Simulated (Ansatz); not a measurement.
For bcc Li, LDA in Ansatz (PAW) gives:

| Quantity | Value |
|---|---|
| lattice constant a | 3.363 Å |
| bulk modulus B0 | 15.1 GPa |
| cohesive energy | 1.80 eV/atom |

Q: What does HSE06 (Ansatz, a first-principles code, plane waves, PAW) give for the same quantities?

A: 
- lattice constant a: 3.463 Å (increases by 3.0 %)
- bulk modulus: 13.4 GPa (shrinks by 11 %)
- cohesive energy: 1.55 eV/atom (decreases by 0.25 eV/atom)

For comparison: lattice constant a 3.449 Å (measured, low-temperature or extrapolated to 0 K; zero-point anharmonic expansion removed, our sources range from 3.443 to 3.453; as tabulated in Csonka et al. (2009), arXiv:0903.4037); bulk modulus 13.8 GPa (measured, corrected for temperature and zero-point phonon effects, our sources range from 13.1 to 13.9; as tabulated in Levämäki et al. (2014), arXiv:1402.3671); cohesive energy 1.67 ± 0.01 eV/atom (measured, from 0 K enthalpies of formation; zero-point vibration energy (9/8 kB θD) added; as tabulated in Csonka et al. (2009), arXiv:0903.4037).

Changes are worked out from the printed values.

Unless a cell is named, each level is at its own relaxed cell (LDA 19.01, HSE06 20.76 Å³/atom).

Ansatz's density-functional and Hartree–Fock values are scalar-relativistic unless marked +SOC, with PAW data made under PBE.
